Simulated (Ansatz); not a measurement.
The input, for Ansatz 0.2.0:

```yaml
crystal:
  periodic: [false, false, false]
  atoms:
    - {symbol: Si, position_ang: [0.000000, 0.000000, 1.013712]}
    - {symbol: B, position_ang: [0.000000, 0.000000, -2.139288]}
    - {symbol: H, position_ang: [0.000000, -1.075954, -2.650339]}
    - {symbol: H, position_ang: [0.000000, 1.075954, -2.650339]}
basis:
  gaussian: {orbitals: 6-31G}
magnetization: {spin_polarized: false, initial_magnetization: 3}
correlation: {method: fci, electrons: outside_noble_gas}
```

```sh
$ ansatz run in.yaml --threads 2 --pin off --events-out ev --progress --plain --max-ram 24576MiB --backend cuda --devices 0, --max-vram 18GiB
```

The program prints:

```
557 factors; integrals over basis functions are off by at most 1.2e-7 eV
mean field evaluation 1: about -8558.6496 eV, gradient 1.1e1 eV
mean field evaluation 2: about -8558.6464 eV, gradient 1.1e1 eV
mean field evaluation 4: about -8559.9906 eV, gradient 1.6e0 eV
mean field evaluation 8: about -8560.0905 eV, gradient 6.7e-2 eV
mean field evaluation 16: about -8559.1186 eV, gradient 2.0e-2 eV
mean field evaluation 32: about -8559.5729 eV, gradient 2.0e0 eV
mean field evaluation 64: about -8559.1186 eV, gradient 1.9e-6 eV
mean field -8560.09051580 eV, -314.5775242180 hartree, gradient 1.6e-6 eV, S^2 3.750000; 10 other end points of the search recorded, 0 dependent functions left out
mean field evaluation 96: about -8560.0158 eV, gradient 2.1e0 eV
determinant -8560.09051580 eV, -314.5775242180 hartree, with singles and doubles -8562.38466399 eV, -314.6618326088 hartree
determinant -8559.11861349 eV, -314.5418074667 hartree, with singles and doubles -8561.29281534 eV, -314.6217079110 hartree
6 core orbitals not correlated: weight in the atoms' cores, before any rotation towards them, 1.000 or more for the frozen orbitals, at most 0.000 for the correlated occupied ones
reference -8560.09051580 eV, -314.5775242180 hartree; 6, 3 occupied and 14, 17 virtual orbitals, 557 factors
state -8562.45118557 eV, -314.6642772318 hartree
Total energy: -8562.45118557 eV, -314.6642772318 hartree
```

Natural occupations: 1.9678 1.9677 1.9448 0.9960 0.9721 0.9710 0.0636 0.0393 0.0211 0.0189 0.0076 0.0071 0.0052 0.0051 0.0049 0.0034 0.0016 0.0015 0.0007 0.0006.

Ran on 2 threads of AMD EPYC 7R13 with a shared H100 80 GB, shared host: 17 s wall, 0.88 GiB peak host memory.
